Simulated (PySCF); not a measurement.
# Vertical excitation energies

C₄H₁₀.
SMILES: `CC(C)C`

Theory: PySCF 2.14.0, density-fitted response routines, TDDFT wB97X-D/def2-SVPD, vertical, gas phase, core orbitals frozen in the response. Geometry: PBE0-D3(BJ)/def2-SVP; no solvent, vibrations or thermal averaging.

| state | E (eV) | E (kJ/mol) | λ (nm) | f | symmetry | main configurations (H = HOMO, L = LUMO) |
| --- | --- | --- | --- | --- | --- | --- |
| S1 | 9.01 | 870 | 137.6 | 0.0078 | A1 | H→L (91%) |
| S2 | 9.31 | 899 | 133.1 | 0.091 | E | H-2/H-1→L (≥92%) |
| S3 | 9.31 | 899 | 133.1 | 0.091 | E | H-2/H-1→L (≥92%) |
| S4 | 9.98 | 963 | 124.3 | 0.0000 | – | H-3→L (68%), H-2/H-1→L+1/L+2 (≥24%) |
| S5 | 10.04 | 969 | 123.4 | 0.0079 | E | H→L+1/L+2 (≥73%), H-4→L (14%) |
| S6 | 10.04 | 969 | 123.4 | 0.0079 | E | H→L+1/L+2 (≥73%), H-5→L (14%) |

The lowest singlet comes at 138 nm (870 kJ/mol) in the vacuum ultraviolet; it is weak; its leading configuration is HOMO→LUMO (91%). The strongest level in the table is S2/S3 at 9.31 eV (133 nm, f = 0.183 summed). S2/S3 and S5/S6 lie within about 0.01 eV of each other in each set; the point group C3v has degenerate representations, and within a degenerate level the listed configurations can mix freely. Löwdin shares by element: HOMO carbon 49% or more, hydrogen 18% or more (atoms not listed hold the other 33%); LUMO carbon 52% (atoms not listed hold the other 48%). The oscillator strengths of these states sum to 0.206; summed over the whole spectrum of an exact calculation they would give the number of electrons, 34 (Thomas–Reiche–Kuhn). Weighted by f, the mean energy of these states is 9.36 eV. Orbital energies (eV): HOMO-3 -12.04, HOMO-2 -11.15, HOMO-1 -11.14, HOMO -10.87, LUMO 2.42, LUMO+1 3.32, LUMO+2 3.32. Symmetry labels in C3v follow from the direction of the transition dipole and are given only for states with f of 0.002 or more. Orbitals of the list HOMO-3 to LUMO+2 that lie within 0.01 eV of each other are written together with a slash and their weights summed (≥ marks a lower bound); for degenerate orbitals outside that list single weights are arbitrary. Only the lowest 6 singlets were computed, as vertical energies without vibronic structure.
